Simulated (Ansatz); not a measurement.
**Isomers**

Structures of Si2NH6 (charge -1), singlet, relaxed at PBE0-D4/def2-TZVPD (vibrations not checked; lower isomers may exist, and structures with a doubtful reference or unclear bonds are left out). Program: Ansatz 0.2.0. Basis: def2-TZVPPD. Cores are frozen in the correlated methods. B3LYP uses VWN-RPA correlation.

Q: Rank them by CCSD(T) energy, lowest first, and give each one's height above the lowest. Links in brackets join atoms within 1.22 times the sum of their covalent radii (1.1 for two metals). (An estimate is asked for; the value comes from the calculation.)
A.
Si₂NH₆ ([NH][SiH2][H][SiH2]), total charge -1
```
9
angstrom
N -0.7763 0.7526 -1.5723
Si 0.2010 0.5618 -0.2811
Si 0.2582 -1.7336 1.7993
H -1.6958 1.1407 -1.3930
H -0.3716 -0.7511 0.6875
H 0.2455 1.5230 0.8780
H 1.5908 0.1646 -0.6247
H 1.0891 -2.4659 0.7443
H 1.3640 -0.7260 2.1195
```
B.
Si₂NH₆ ([NH2][SiH][SiH3]), total charge -1
```
9
angstrom
N -0.9415 0.6796 -1.4033
Si -0.9047 0.8433 0.4064
Si 0.5402 -0.9742 0.8937
H -1.6687 1.2305 -1.8366
H -0.0797 0.8313 -1.9121
H 0.2673 1.8336 0.6391
H 1.7910 -1.1960 0.0611
H -0.0932 -2.3449 0.8524
H 1.0893 -0.9032 2.2994
```
C.
Si₂NH₆ ([NH2][SiH2][SiH2]), total charge -1
```
9
angstrom
N 0.2168 -0.9601 1.0199
Si 0.3334 0.6080 0.1994
Si -1.1611 0.9738 -1.5648
H -2.3438 0.3975 -0.7687
H -0.7682 -0.3714 -2.2064
H 0.2523 1.6249 1.3151
H 1.7788 0.7758 -0.2366
H -0.2080 -1.6646 0.4329
H 1.0597 -1.3364 1.4331
```

A: The calculation gives: C (0.000 eV), B (0.309 eV), A (1.454 eV). Heights count from the lowest.

Q: Do PBE-D4, r2SCAN-D4, PBE0-D4, B3LYP-D4, wB97M-V, HF, MP2 give the same order? (A judgement: the text doesn't fix the answer.)

A: Computed: All do.

No T1 diagnostic of these runs exceeds 0.018.

For scale, one of the runs: CCSD(T)/def2-TZVPPD, 235 basis functions, launched by `ansatz run in.yaml --threads 2 --pin off --events-out ev --progress --plain --max-ram 4352MiB`. Hardware: 2 CPU threads of an Arm Neoverse V2, shared host. Wall time 81 s; peak host memory 3.8 GiB.
